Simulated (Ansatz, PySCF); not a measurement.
System: CH3F, charge 0, multiplicity 1. 
Coordinates optimised at B3LYP-D3(BJ)/def2-TZVP (Ansatz, a program for electronic structure):
```
C
F 1 1.3893
H 1 1.0909 2 108.82
H 1 1.0909 3 110.11 2 -119.20
H 1 1.0909 3 110.11 4 -121.60
```

Dipole moments at this geometry, in debye (magnitudes).

| level | program | dipole (D) |
|---|---|---|
| revPBE/def2-TZVPD | Ansatz | 1.72 |
| TPSS/def2-TZVPD | PySCF | 1.78 |
| B3LYP/def2-TZVPD | PySCF | 1.86 |
| M06-2X/def2-TZVPD | PySCF | 1.89 |
| MN15/def2-TZVPD | PySCF | 1.89 |
| HSE06/def2-TZVPD | Ansatz | 1.83 |
| LC-wPBE/def2-TZVPD | Ansatz | 1.90 |
| wB97M-V/def2-TZVPD | Ansatz | 1.85 |
| wB97X-V/def2-TZVPD | Ansatz | 1.88 |
| CCSD(T)/aug-cc-pVDZ | Ansatz | ___ |

Question: Complete the blanks.

Answer: 
- CCSD(T)/aug-cc-pVDZ, dipole (D): 1.86

Measured: 1.85 D (NIST CCCBDB, as tabulated in the package chemicals), a vibrational average. This is an older compilation, not checked against later work.
